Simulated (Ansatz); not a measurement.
# AlBO+ (doublet): from Hartree-Fock to the top rungs, cc-pVDZ

An exercise on one series of results from a longer session: the logs are not shown, and one member is left open.

The runs use Ansatz 0.2.0, Gaussian basis; cc-pVDZ, core rule «outside noble gas», up to 7 orbitals frozen.

Plan: UHF; CCSD(T) on ROHF; CCSD(T) on UHF; BCCD(T) on ROHF; CISD; CCSDT(Q) on ROHF; CCSDT(Q) on UHF.

10 further runs of the same task are left out: 6 for a known fault of the program, 4 set aside as unsound or not needed.

### What is computed

The geometry is a PBE0/def2-TZVP stationary point (not a proven minimum) of the parent state, kept for this charge and spin.

3 atoms, charge 1, spin multiplicity 2.

Atoms are counted from 1 here; the program's logs count them from 0.

Bond lengths: Al1–B2 2.246 Å, B2–O3 1.207 Å. Angles: Al1–B2–O3 180.0°.

Geometry (Å):

| atom | x (Å) | y (Å) | z (Å) |
| --- | --- | --- | --- |
| Al1 | 0.00000 | 0.00000 | 1.89990 |
| B2 | 0.00000 | 0.00000 | -0.34650 |
| O3 | 0.00000 | 0.00000 | -1.55340 |

The first run:

The input, in.yaml:

```yaml
crystal:
  periodic: [false, false, false]
  atoms:
    - {symbol: Al, position_ang: [0.000000, 0.000000, 1.899900]}
    - {symbol: B, position_ang: [0.000000, 0.000000, -0.346500]}
    - {symbol: O, position_ang: [0.000000, 0.000000, -1.553400]}
basis:
  gaussian: {orbitals: cc-pVDZ}
total_charge: 1
magnetization: {spin_polarized: true, initial_magnetization: 1}
hamiltonian: {xc: hf}
output: {orbitals: {seedname: orbitals}}
```

Command:

```
$ ansatz run in.yaml --threads 1 --pin off --events-out ev --progress --plain --max-ram 4096MiB --backend cpu
```

Steps of the session up to this table: UHF; CCSD(T) on ROHF; CCSD(T) on UHF; BCCD(T) on ROHF; CISD; CCSDT(Q) on ROHF; CCSDT(Q) on UHF.

One of the session's tables, all rows but one given; the rest of the session is left out.

| method | from UCCSDT(Q) (kJ/mol) |
| --- | --- |
| ROHF | +821.8 |
| UHF | +809.9 |
| RMP2 | +67.4 |
| UMP2 | +68.3 |
| CISD | +107.3 |
| RCCSD | ? |
| UCCSD | +39.0 |
| RCCSD(T) | +6.5 |
| UCCSD(T) | +6.7 |
| BCCD(T) | +6.4 |
| RCCSDT | +4.1 |
| UCCSDT | +4.0 |
| RCCSDT(Q) | +1.1 |
| UCCSDT(Q) | 0 |

Q: Estimate the row for RCCSD from the others.

The run gave: from UCCSDT(Q) (kJ/mol): +40.0. In the column «from UCCSDT(Q) (kJ/mol)» it lies between UCCSD (+39.0) and RMP2 (+67.4).

Limits of these values: Restricted and unrestricted rows rest on different reference determinants; where their highest levels disagree by more than a few hundredths of an eV, they describe different states and don't form one ladder.
